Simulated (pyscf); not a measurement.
`[CH2]=[NH]` + `[CH]#[CH]` → `[CH2]=[CH][CH]=[NH]` (addition across a multiple bond or ene-type step; singlet surface; C–H broken, C–C, C–H formed). Single points on ωB97X-D3(BJ)/def2-SVP structures (PySCF, gas phase). Correlated levels are frozen-core, on RHF or UHF. ΔMP2 is the change of the MP2 total energy from the triple- to the quadruple-zeta basis. Energies in kcal/mol from the separated reactants.

```json
[
 {"level": "PBE/def2-TZVP", "barrier": "48.6", "reaction energy": "-50.0"},
 {"level": "PBE0-D3(BJ)/def2-TZVP", "barrier": "55.6", "reaction energy": "-53.1"},
 {"level": "M06-2X/def2-TZVP", "barrier": "66.9", "reaction energy": "-46.2"},
 {"level": "ωB97M-D3(BJ)/def2-TZVP", "barrier": "68.1", "reaction energy": "-46.5"},
 {"level": "HF/def2-TZVP", "barrier": "___", "reaction energy": "-42.2"},
 {"level": "MP2/def2-QZVPP", "barrier": "65.4", "reaction energy": "-44.7"},
 {"level": "CCSD(T)/def2-TZVPP + ΔMP2(QZVPP)", "barrier": "___", "reaction energy": "___"}
]
```

**Question.** What belongs in the gaps?

**Answer.** 
- HF/def2-TZVP, barrier: 96.7
- CCSD(T)/def2-TZVPP + ΔMP2(QZVPP), barrier: 64.2
- CCSD(T)/def2-TZVPP + ΔMP2(QZVPP), reaction energy: -45.0

On the reactant side the descent ends in a complex (not fully relaxed), 4.2 kcal/mol under the separated species and 72.0 kcal/mol under the saddle at ωB97X-D3(BJ)/def2-TZVP. At ωB97X-D3(BJ) the barrier from the zero used here is 67.8 kcal/mol. H₂C=CH–CH=NH lies 21.4 kcal/mol over its isomer H₃C–CH₂–C≡N, and others may lie lower still (electronic energy, ωB97M-D3(BJ)). This is the saddle that the search found; another between the same sides may lie lower. One closed-shell reference is unstable to symmetry breaking; treat the single-reference values with care. The CCSD(T) − MP2 part came from Ansatz, without density fitting, on the same reference. The largest closed-shell T1 diagnostic is 0.041, which may signal static correlation.
